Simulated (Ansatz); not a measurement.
We consider α-N2, described by PBE in Ansatz (plane waves, PAW).

Run with plane-wave cutoff 520 eV, 4×4×4 k mesh, Fermi–Dirac smearing 0.01 eV, scalar-relativistic PAW data made under PBE.

Starting structure:

```yaml
crystal:
  lattice:
    - [5.65000, 0.00000, 0.00000]
    - [0.00000, 5.65000, 0.00000]
    - [0.00000, 0.00000, 5.65000]
  atoms:
    - { symbol: N, position: [0.94400, 0.55600, 0.44400] }
    - { symbol: N, position: [0.44400, 0.94400, 0.55600] }
    - { symbol: N, position: [0.94400, 0.94400, 0.94400] }
    - { symbol: N, position: [0.05600, 0.05600, 0.05600] }
    - { symbol: N, position: [0.55600, 0.44400, 0.94400] }
    - { symbol: N, position: [0.55600, 0.05600, 0.44400] }
    - { symbol: N, position: [0.44400, 0.55600, 0.05600] }
    - { symbol: N, position: [0.05600, 0.44400, 0.55600] }
```

Into what structure does the relaxation of cell and atoms lead at this level, with the symmetry of the start kept?

The volume grows by 31 %; final space group Pa-3.
```yaml
crystal:
  lattice:
    - [6.18063, 0.00000, 0.00000]
    - [0.00000, 6.18063, 0.00000]
    - [0.00000, 0.00000, 6.18063]
  atoms:
    - { symbol: N, position: [0.94854, 0.55146, 0.44854] }
    - { symbol: N, position: [0.44854, 0.94854, 0.55146] }
    - { symbol: N, position: [0.94854, 0.94854, 0.94854] }
    - { symbol: N, position: [0.05146, 0.05146, 0.05146] }
    - { symbol: N, position: [0.55146, 0.44854, 0.94854] }
    - { symbol: N, position: [0.55146, 0.05146, 0.44854] }
    - { symbol: N, position: [0.44854, 0.55146, 0.05146] }
    - { symbol: N, position: [0.05146, 0.44854, 0.55146] }
```

Note: the cell comes from a level without a dispersion term, which matters for the spacing of layers, chains or molecules.

Ansatz is a first-principles code.
